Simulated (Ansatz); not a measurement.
A nudged elastic band was laid between two geometries of H + H4Si (6 atoms, charge 0, multiplicity 2).

Computed with Ansatz 0.2.0, UKS PBE-D4/def2-TZVP.

```yaml
movable_images: 8
climbing_image: no
spring: 5.0 eV/Å²
optimiser: quadratic models (default)
start_path: through a guess of the saddle point
force_threshold: 0.05 eV/Å
iteration_limit: 60
end_points: relaxed
```

Image 0:

```xyz
6
Properties=species:S:1:pos:R:3
H -0.648 -0.384 -0.154
Si 0.619 0.354 0.129
H -3.106 -1.775 -0.647
H 0.599 0.865 1.532
H 0.751 1.504 -0.814
H 1.784 -0.564 -0.046
```

Image 9:

```xyz
6
Properties=species:S:1:pos:R:3
H -1.521 -0.880 -0.324
Si 1.211 0.698 0.260
H -2.164 -1.245 -0.463
H 0.381 0.747 1.502
H 0.526 1.390 -0.875
H 1.566 -0.709 -0.100
```

What changes between the two ends?

Bonds broken: H1–Si2. Bonds formed: H1–H3. H + H4Si becomes H2 + H3Si.

What energy profile does the band end with?

It converged. The highest image is number 3 of 0 to 9, 0.5 kcal/mol above the first end and 14.2 kcal/mol above the last; the last end lies 13.7 kcal/mol below the first. No image climbed, so the highest image needn't sit at the top of the path.

```json
{"image": "0", "path coordinate (Å)": "0.00", "energy (kcal/mol)": "0.0", "H1–Si2 (Å)": "1.49", "H1–H3 (Å)": "2.87"}
{"image": "1", "path coordinate (Å)": "0.94", "energy (kcal/mol)": "0.0", "H1–Si2 (Å)": "1.49", "H1–H3 (Å)": "3.06"}
{"image": "2", "path coordinate (Å)": "1.88", "energy (kcal/mol)": "0.0", "H1–Si2 (Å)": "1.49", "H1–H3 (Å)": "2.67"}
{"image": "3", "path coordinate (Å)": "2.82", "energy (kcal/mol)": "0.5", "H1–Si2 (Å)": "1.50", "H1–H3 (Å)": "2.02"}
{"image": "4", "path coordinate (Å)": "3.76", "energy (kcal/mol)": "-12.2", "H1–Si2 (Å)": "2.42", "H1–H3 (Å)": "0.78"}
{"image": "5", "path coordinate (Å)": "4.70", "energy (kcal/mol)": "-13.6", "H1–Si2 (Å)": "2.86", "H1–H3 (Å)": "0.76"}
{"image": "6", "path coordinate (Å)": "5.64", "energy (kcal/mol)": "-13.7", "H1–Si2 (Å)": "3.29", "H1–H3 (Å)": "0.75"}
{"image": "7", "path coordinate (Å)": "6.58", "energy (kcal/mol)": "-13.7", "H1–Si2 (Å)": "3.25", "H1–H3 (Å)": "0.75"}
{"image": "8", "path coordinate (Å)": "7.51", "energy (kcal/mol)": "-13.7", "H1–Si2 (Å)": "3.45", "H1–H3 (Å)": "0.75"}
{"image": "9", "path coordinate (Å)": "8.45", "energy (kcal/mol)": "-13.7", "H1–Si2 (Å)": "3.21", "H1–H3 (Å)": "0.75"}
```

What is the geometry of the highest image?


```xyz
6
Properties=species:S:1:pos:R:3
H -0.851 -0.364 -0.038
Si 0.468 0.324 0.125
H -2.335 -1.607 -0.619
H 0.570 0.897 1.500
H 0.581 1.416 -0.887
H 1.568 -0.665 -0.080
```

The band took 24 iterations and of the order of 5 core-minutes.

Time of the run: 2.4 min on 2 threads of Arm Neoverse V1, on a shared host, peak memory 0.12 GiB.
